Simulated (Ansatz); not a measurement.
Write a Python script for the Ansatz DFT code, driven from Python that makes a relaxed scan of one distance of C2H3B, SMILES B1C=C1. Settings (for the species named): PBE0, def2-SVP basis, multiplicity 1, D4 dispersion.

```xyz
6

B    -0.7962   -0.0028   -0.2054
C     0.5945   -0.1020   -0.5735
C     0.2256    0.0380    0.7746
H    -1.9130    0.1188   -0.5126
H     1.3612   -0.2270   -1.3532
H     0.5700    0.1110    1.8240
```

Script `run_relaxed_scan.py`:
```python
"""Relaxed scan of one distance in C2H3B."""

import ansatz as az
import numpy as np

GEOMETRY = """
B    -0.79620   -0.00280   -0.20540
C     0.59450   -0.10200   -0.57350
C     0.22560    0.03800    0.77460
H    -1.91300    0.11880   -0.51260
H     1.36120   -0.22700   -1.35320
H     0.57000    0.11100    1.82400
"""


def main() -> None:
    system = az.Crystal.molecule()
    for line in GEOMETRY.strip().splitlines():
        symbol, *xyz = line.split()
        system = system.atom(symbol, [float(v) for v in xyz])

    setup = system.calculation().basis(gaussian="def2-SVP").functional("pbe0", dispersion="d4")
    symbols = [site.symbol for site in system.cartesian_sites]
    pairs = [(0, 1), (0, 2), (0, 3), (1, 2), (1, 4), (2, 5)]
    print("held (A)   E (eV)        ", "  ".join(f"{symbols[i]}{i}-{symbols[j]}{j}" for i, j in pairs))
    for length in [1.07, 1.16, 1.26, 1.4, 1.57]:
        data = setup.relax(constraints=[az.DistanceConstraint((0, 3), at=length)], force_tolerance=0.02, max_steps=60).run().report
        xyz = np.array(data["positions_ang"])
        print(f"{length:6.2f} {data['free_energy_ev']:14.5f}  ", "  ".join(f"{np.linalg.norm(xyz[i] - xyz[j]):.3f}" for i, j in pairs))


if __name__ == "__main__":
    main()
```

```console
$ python run_relaxed_scan.py
held (A)   E (eV)         B0-C1  B0-C2  B0-H3  C1-C2  C1-H4  C2-H5
DeckWarning: relax.constraints: the input's atoms, or those drawn, lie off the distances that are held; a relaxation that starts there is brought onto them ahead of its first SCF, by positions alone, an atom by 4.73e-2 Å at the most. With the symmetry detection on, the symmetry is detected on the input's atoms as so brought (as typed, where only the drawn atoms reach the distances), and notices that speak of the structure as typed mean those atoms
  1.07    -2791.35731   1.477  1.477  1.070  1.351  1.092  1.092
  1.16    -2791.58169   1.477  1.477  1.160  1.352  1.092  1.092
  1.26    -2791.54980   1.476  1.476  1.260  1.353  1.092  1.092
  1.40    -2791.21287   1.474  1.474  1.400  1.354  1.092  1.092
  1.57    -2790.58719   1.471  1.471  1.570  1.357  1.092  1.092
```
(Warnings from the package without file and line, repeats left out.)

Total energies depend on the basis set; only differences at equal settings carry meaning. The energies are electronic: no zero-point or thermal terms, and the basis set is short of its limit. The whole script took 43 s on 1 thread of Arm Neoverse V1 (shared host), peak memory 0.18 GiB.
